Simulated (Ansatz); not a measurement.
System: rhombohedral A7 Bi. Method: BLYP (Ansatz, a quantum-chemistry and plane-wave program, plane waves, PAW).

Numerical settings: plane-wave cutoff 520 eV, 16×16×16 k mesh, Fermi–Dirac smearing 0.05 eV, scalar-relativistic PAW data made under PBE.

Cell (relaxed at this level):

Bi has the trigonal space group R-3m, hexagonal axes (No. 166), Pearson symbol hR2. Conventional cell: a = b = 4.6323 Å, c = 13.8037 Å, α = β = 90.00°, γ = 120.00°. Bi on 6c is surrounded by 3 Bi at 3.128 Å (trigonal pyramidal). (Neighbours: up to the widest gap in distance over summed covalent radii, below 1.35, at either atom.)
(The calculation used a cell of 2 atoms; values per cell refer to that cell.)

**Question.** Estimate the bulk modulus B0 that the calculation returns.

**Answer.** 
* **bulk modulus B0**: 8.32 GPa

The run finds no gap.

Measured, for comparison: bulk modulus 32.1 GPa (copied from a table, unchecked, extrapolated to 0 K and zero-point effects removed; as tabulated in Lejaeghere et al. (2013), arXiv:1204.2733). Computed (rounded) less measured: bulk modulus not scored (unchecked).

Note: for a layered or molecular solid the relaxed cell lies over 5 % above the published volume, where the minimum can be shallow; the cell comes from a level without a dispersion term, which matters for the spacing of layers, chains or molecules; the bulk modulus comes from volumes at which shape and atoms were relaxed.

Spin–orbit coupling is not included; it can shift volumes and moduli of such heavy elements.

Computed values are for the static lattice.
